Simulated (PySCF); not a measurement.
## hydrogen chloride and carbon monoxide

The system is a cluster of hydrogen chloride and carbon monoxide, neutral, singlet.

| part | name | SMILES | atoms | charge | multiplicity |
| --- | --- | --- | --- | --- | --- |
| 1 | hydrogen chloride | Cl | 1–2 | 0 | 1 |
| 2 | carbon monoxide | [C-]#[O+] | 3–4 | 0 | 1 |

```xyz
4

Cl    0.0262    0.5686   -0.7656
H     0.0948   -0.2559    0.2117
C     0.3199   -2.1269    3.1392
O     0.2297   -1.6294    2.1348
```
Atom numbers follow the order of the file, from 1.

In these coordinates H2···O4 is 2.367 Å. Part 2 is then moved rigidly along that line, all else held; at short range other atoms may come into contact.

The starting structure comes from a short search with a few starts; no frequency run checks that it is a minimum, and another way of binding may lie lower.

Method: CCSD(T)/aug-cc-pVDZ and MP2/aug-cc-pVTZ, aug-cc-pVQZ counterpoise interaction energy, frozen core, gas phase (PySCF 2.14.0). The geometry comes from PBE0-D3(BJ)/def2-TZVPD.

Counterpoise energies in kJ/mol, cluster less the parts frozen as they stand in it; small is aug-cc-pVDZ, large aug-cc-pVQZ. Estimated limit: HF in aug-cc-pVQZ, MP2 correlation extrapolated as X⁻³ from aug-cc-pVTZ and aug-cc-pVQZ, and CCSD(T) less MP2 in aug-cc-pVDZ; it isn't the exact limit.

(1) How do the values run over the points 2.130, 2.249, 2.367, 2.485, 2.604, 2.959, 3.550, 4.734?

Results:

(1) 
```
H2···O4 (Å)  HF large  MP2 large  SCS-MP2 large  CCSD(T) small  CCSD(T) limit est.
      2.130       0.0       -3.0           -1.7           -1.9                -3.4
      2.249      -1.6       -3.7           -2.7           -3.1                -4.2
      2.367      -2.5       -3.9           -3.1           -3.6                -4.4
      2.485      -2.9       -3.8           -3.1           -3.7                -4.2
      2.604      -3.0       -3.5           -3.0           -3.5                -3.9
      2.959      -2.6       -2.4           -2.2           -2.6                -2.8
      3.550      -1.6       -1.2           -1.1           -1.4                -1.4
      4.734      -0.7       -0.3           -0.3           -0.4                -0.5
```

The 8 runs took 6 min in all, one thread each of Arm Neoverse N1 on a shared host, launched as `OMP_NUM_THREADS=1 python cluster_run.py task.json out`.
